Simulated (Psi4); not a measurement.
Psi4 input (wB97X-D/6-311+G**):

```
memory 1500 MB

molecule {
-1 1
C     0.72403310    1.79239507   -0.03031994
C     0.76031785    0.28052987   -0.04737150
C    -0.63355368   -0.28316512   -0.01353096
C    -0.67602212   -1.81383621   -0.02190892
H     1.72840622    2.22793654    0.06033451
H    -1.70143998   -2.20864986    0.01923879
H     0.10939338    2.26461132    0.79621000
H     0.29292530    2.20418998   -0.95768097
H    -0.13284901   -2.21272884    0.84234972
H    -0.17751014   -2.19660174   -0.91756637
H     1.29730464   -0.06782599    0.85466338
H    -1.20160135    0.07901021   -0.88680250
H    -1.26328001    0.05451668    0.86804152
symmetry c1
no_reorient
no_com
}

set {
  basis 6-311+G**
  reference rks
  scf_type df
  df_basis_scf def2-universal-jkfit
  dft_radial_points 99
  dft_spherical_points 590
  e_convergence 1e-8
  d_convergence 1e-7
  maxiter 150
}

e = energy('wb97x-d')
print_out(f'\nFINAL {e:.10f} DIPOLE {variable("CURRENT DIPOLE")[0]:.6f} {variable("CURRENT DIPOLE")[1]:.6f} {variable("CURRENT DIPOLE")[2]:.6f}\n')
```

Output:

```
   => Loading Basis Set <=

    Name: 6-311+G**
    Role: ORBITAL
    Keyword: BASIS
    atoms 1-4  entry C          line   129 file 6-311pgss.gbs
    atoms 5-13 entry H          line    42 file 6-311pgss.gbs

   => WB97X-D: Empirical Dispersion <=

    Chai and Head-Gordon Dispersion Correction
    Chai, J.-D.; Head-Gordon, M. (2010), J. Chem. Phys., 132: 6615-6620

        s6 =       1.000000

         ---------------------------------------------------------
                                   SCF
               by Justin Turney, Rob Parrish, Andy Simmonett
                          and Daniel G. A. Smith
                              RKS Reference
         ---------------------------------------------------------

  ==> Geometry <==

    Molecular point group: c1
    Full point group: C1

    Geometry (in Angstrom), charge = -1, multiplicity = 1:

       Center              X                  Y                   Z               Mass
    ------------   -----------------  -----------------  -----------------  -----------------
         C            0.724033100000     1.792395070000    -0.030319940000    12.000000000000
         C            0.760317850000     0.280529870000    -0.047371500000    12.000000000000
         C           -0.633553680000    -0.283165120000    -0.013530960000    12.000000000000
         C           -0.676022120000    -1.813836210000    -0.021908920000    12.000000000000
         H            1.728406220000     2.227936540000     0.060334510000     1.007825032230
         H           -1.701439980000    -2.208649860000     0.019238790000     1.007825032230
         H            0.109393380000     2.264611320000     0.796210000000     1.007825032230
         H            0.292925300000     2.204189980000    -0.957680970000     1.007825032230
         H           -0.132849010000    -2.212728840000     0.842349720000     1.007825032230
         H           -0.177510140000    -2.196601740000    -0.917566370000     1.007825032230
         H            1.297304640000    -0.067825990000     0.854663380000     1.007825032230
         H           -1.201601350000     0.079010210000    -0.886802500000     1.007825032230
         H           -1.263280010000     0.054516680000     0.868041520000     1.007825032230

  Running in c1 symmetry.

  Rotational constants: A =      0.86101  B =      0.12451  C =      0.11694 [cm^-1]
  Rotational constants: A =  25812.30730  B =   3732.80557  C =   3505.70171 [MHz]
  Nuclear repulsion =  122.123501423053810

  Charge       = -1
  Multiplicity = 1
  Electrons    = 34
  Nalpha       = 17
  Nbeta        = 17

  ==> Algorithm <==

  SCF Algorithm Type is DF.
  DIIS enabled.
  MOM disabled.
  Fractional occupation disabled.
  Guess Type is SAD.
  Energy threshold   = 1.00e-08
  Density threshold  = 1.00e-07
  Integral threshold = 1.00e-12

  ==> Primary Basis <==

  Basis Set: 6-311+G**
    Blend: 6-311+G**
    Number of shells: 76
    Number of basis functions: 142
    Number of Cartesian functions: 146
    Spherical Harmonics?: true
    Max angular momentum: 2

  ==> DFT Potential <==

   => LibXC <=

    Version 7.1.2
    S. Lehtola, C. Steigemann, M. J. T. Oliveira, and M. A. L. Marques,  SoftwareX 7, 1–5 (2018) (10.1016/j.softx.2017.11.002)

   => Composite Functional: WB97X-D <=

    wB97X-D Hyb-GGA Exchange-Correlation Functional

    J.-D. Chai and M. Head-Gordon,  Phys. Chem. Chem. Phys. 10, 6615–6620 (2008) (10.1039/B810189B)

    Deriv               =              1
    GGA                 =           TRUE
    Meta                =          FALSE

    Exchange Hybrid     =           TRUE
    MP2 Hybrid          =          FALSE

   => Exchange-Correlation Functionals <=

    1.0000   wB97X-D range-separated functional

   => Exact (HF) Exchange <=

    0.7780            HF,LR [omega = 0.2000]
    0.2220               HF

   => LibXC Density Thresholds  <==

    XC_HYB_GGA_XC_WB97X_D:  1.00E-14

   => Molecular Quadrature <=

    Radial Scheme          =       TREUTLER
    Pruning Scheme         =           NONE
    Nuclear Scheme         =       TREUTLER

    Blocking Scheme        =         OCTREE
    BS radius alpha        =              1
    Pruning alpha          =              1
    Radial Points          =             99
    Spherical Points       =            590
    Total Points           =         717050
    Total Blocks           =           5050
    Max Points             =            256
    Max Functions          =            142
    Weights Tolerance      =       1.00E-15

   => Loading Basis Set <=

    Name: DEF2-UNIVERSAL-JKFIT
    Role: JKFIT
    Keyword: DF_BASIS_SCF
    atoms 1-4  entry C          line   198 file def2-universal-jkfit.gbs
    atoms 5-13 entry H          line    18 file def2-universal-jkfit.gbs

  ==> Integral Setup <==

  SCF_SUBTYPE=INCORE selected. In-core MEM_DF algorithm will be used.
  Using in-core AOs.

  ==> MemDFJK: Density-Fitted J/K Matrices <==

    J tasked:                   Yes
    K tasked:                   Yes
    wK tasked:                  Yes
    Omega:                2.000E-01
    Algorithm:                 Core
    Schwarz Cutoff:           1E-12
    Mask sparsity (%):       2.8169
    Fitting Condition:        1E-10

   => Auxiliary Basis Set <=

  Basis Set: DEF2-UNIVERSAL-JKFIT
    Blend: DEF2-UNIVERSAL-JKFIT
    Number of shells: 154
    Number of basis functions: 462
    Number of Cartesian functions: 536
    Spherical Harmonics?: true
    Max angular momentum: 4

  Cached 33.3% of DFT collocation blocks in 0.772 [GiB].

  Minimum eigenvalue in the overlap matrix is 2.7454518623E-05.
  Reciprocal condition number of the overlap matrix is 2.6825941915E-06.
    Using symmetric orthogonalization.

  ==> Pre-Iterations <==

  SCF Guess: Superposition of Atomic Densities via on-the-fly atomic UHF (no occupation information).

   -------------------------
    Irrep   Nso     Nmo
   -------------------------
     A        142     142
   -------------------------
    Total     142     142
   -------------------------

  ==> Iterations <==

                           Total Energy        Delta E     RMS |[F,P]|

   @DF-RKS iter SAD:  -156.99185711713139   -1.56992e+02   0.00000e+00
   @DF-RKS iter   1:  -157.15629394541324   -1.64437e-01   7.22810e-03 DIIS/ADIIS
   @DF-RKS iter   2:  -155.92275104868332    1.23354e+00   1.04999e-02 DIIS/ADIIS
   @DF-RKS iter   3:  -157.69414394652287   -1.77139e+00   2.35423e-03 DIIS/ADIIS
   @DF-RKS iter   4:  -157.75929974833545   -6.51558e-02   6.40013e-04 DIIS/ADIIS
   @DF-RKS iter   5:  -157.76635318824202   -7.05344e-03   1.50209e-04 DIIS/ADIIS
   @DF-RKS iter   6:  -157.76698598733887   -6.32799e-04   9.40506e-05 DIIS
   @DF-RKS iter   7:  -157.76713476094787   -1.48774e-04   4.71650e-05 DIIS
   @DF-RKS iter   8:  -157.76717968505207   -4.49241e-05   2.16455e-05 DIIS
   @DF-RKS iter   9:  -157.76719446500445   -1.47800e-05   7.03636e-06 DIIS
   @DF-RKS iter  10:  -157.76719761250268   -3.14750e-06   1.79622e-06 DIIS
   @DF-RKS iter  11:  -157.76719794649350   -3.33991e-07   9.52006e-07 DIIS
   @DF-RKS iter  12:  -157.76719800963693   -6.31434e-08   4.64666e-07 DIIS
   @DF-RKS iter  13:  -157.76719802055442   -1.09175e-08   8.49721e-08 DIIS
   @DF-RKS iter  14:  -157.76719802127451   -7.20092e-10   2.50339e-08 DIIS
  Energy and wave function converged.

  ==> Post-Iterations <==

   Electrons on quadrature grid:
      Ntotal   =   34.0000007850 ; deviation = 7.850e-07

    Orbital Energies [Eh]
    ---------------------

    Doubly Occupied:

       1A    -10.100637     2A    -10.085354     3A    -10.078212
       4A    -10.013835     5A     -0.686861     6A     -0.621285
       7A     -0.530441     8A     -0.436210     9A     -0.349153
      10A     -0.328120    11A     -0.308918    12A     -0.285427
      13A     -0.259689    14A     -0.235035    15A     -0.202206
      16A     -0.190886    17A     -0.006402

    Virtual:

      18A      0.192372    19A      0.202930    20A      0.216134
      21A      0.227281    22A      0.238593    23A      0.244208
      24A      0.249727    25A      0.264763    26A      0.273227
      27A      0.282335    28A      0.292594    29A      0.301502
      30A      0.322098    31A      0.347150    32A      0.365652
      33A      0.384149    34A      0.394025    35A      0.403651
      36A      0.417988    37A      0.422265    38A      0.440546
      39A      0.447580    40A      0.450908    41A      0.491190
      42A      0.497612    43A      0.509239    44A      0.553356
      45A      0.570569    46A      0.635044    47A      0.658718
      48A      0.665015    49A      0.689449    50A      0.716214
      51A      0.745783    52A      0.777149    53A      0.806316
      54A      0.849212    55A      0.865167    56A      0.882593
      57A      0.889470    58A      0.899638    59A      0.916963
      60A      0.923364    61A      0.933603    62A      0.947674
      63A      0.957575    64A      0.981729    65A      0.985533
      66A      1.015619    67A      1.086322    68A      1.167187
      69A      1.200397    70A      1.257213    71A      1.276176
      72A      1.312621    73A      1.404888    74A      1.448149
      75A      1.546790    76A      1.618269    77A      1.626763
      78A      1.715075    79A      1.730591    80A      1.747254
      81A      1.790786    82A      1.804227    83A      1.830478
      84A      1.840537    85A      1.847517    86A      1.853318
      87A      1.858738    88A      1.903801    89A      1.911211
      90A      1.973366    91A      1.992962    92A      2.037605
      93A      2.043084    94A      2.071542    95A      2.135117
      96A      2.189538    97A      2.221139    98A      2.298769
      99A      2.335074   100A      2.355673   101A      2.368547
     102A      2.425471   103A      2.472903   104A      2.501891
     105A      2.558626   106A      2.614898   107A      2.627972
     108A      2.661969   109A      2.684520   110A      2.741917
     111A      2.772017   112A      2.782166   113A      2.805369
     114A      2.825623   115A      2.831685   116A      2.870307
     117A      2.886469   118A      2.893834   119A      2.918442
     120A      2.956110   121A      2.992544   122A      3.002580
     123A      3.019936   124A      3.090875   125A      3.151833
     126A      3.204551   127A      3.299972   128A      3.375437
     129A      3.555464   130A      3.773898   131A      4.005069
     132A      4.043136   133A      4.063236   134A      4.091630
     135A      4.099937   136A      4.344731   137A      4.471119
     138A      4.646317   139A     24.170545   140A     24.196722
     141A     24.245034   142A     24.279903

    Final Occupation by Irrep:
              A
    DOCC [    17 ]
    NA   [    17 ]
    NB   [    17 ]

  @DF-RKS Final Energy:  -157.76719802127451

   => Energetics <=

    Nuclear Repulsion Energy =            122.1235014230538098
    One-Electron Energy =                -458.8927325083831192
    Two-Electron Energy =                 196.0096525657780546
    DFT Exchange-Correlation Energy =     -17.0024677196612437
    Empirical Dispersion Energy =          -0.0051517820620219
    VV10 Nonlocal Energy =                  0.0000000000000000
    Total Energy =                       -157.7671980212745098

Computation Completed

Properties will be evaluated at   0.000000,   0.000000,   0.000000 [a0]

Properties computed using the SCF density matrix

 Multipole Moments:

 ------------------------------------------------------------------------------------
     Multipole            Electronic (a.u.)      Nuclear  (a.u.)        Total (a.u.)
 ------------------------------------------------------------------------------------

 L = 1.  Multiply by 2.5417464519 to convert [e a0] to [Debye]
 Dipole X            :         -1.1295039           -0.0000001           -1.1295040
 Dipole Y            :         -0.3190604           -0.0000001           -0.3190604
 Dipole Z            :          0.4454307            0.0000003            0.4454310
 Magnitude           :                                                    1.2553835

 ------------------------------------------------------------------------------------

FINAL -157.7671980213 DIPOLE -1.129504 -0.319060 0.445431

*** Psi4 exiting successfully. Buy a developer a beer!
```

The dipole moment of an ion depends on the origin.
